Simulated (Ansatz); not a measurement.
Gas-phase electronic energies from Ansatz, PBE0-D4/def2-TZVP geometries. CCSD(T)/CBS adds triple-zeta CCSD(T) − MP2 to the extrapolated MP2 energy (def2 sets, frozen cores). DFT in def2-TZVPP. B3LYP here is the variant with VWN-RPA as its local correlation; programs differ in this.

Consider the isomerisation: `CC(Cl)=C=O` → `ClC1=CCO1`.

```json
{"level": "B3LYP-D4", "ΔE (eV)": "1.01"}
{"level": "B2PLYP", "ΔE (eV)": "0.97"}
{"level": "BLYP", "ΔE (eV)": "1.09"}
{"level": "CCSD(T)/def2-TZVPP", "ΔE (eV)": "0.84"}
```

(1) What does CCSD(T)/CBS give? (Estimate.)

Largest T1 diagnostic among the species: 0.014.

Answers

(1) Computed: +0.82 eV. The listed levels differ from it by 0.19, 0.15, 0.27, 0.02 eV.

From BLYP to BHLYP (50 % exact exchange), in def2-TZVPP and without D4, ΔE moves by −0.12 eV. In def2-TZVPP, CCSD(T) changes the Hartree–Fock value by −0.26 eV (the triples alone add −0.02 eV) and MP2 by −0.26 eV. At CCSD(T), def2-SVP lies +0.15 eV from the extrapolated value and def2-TZVPP +0.02 eV.
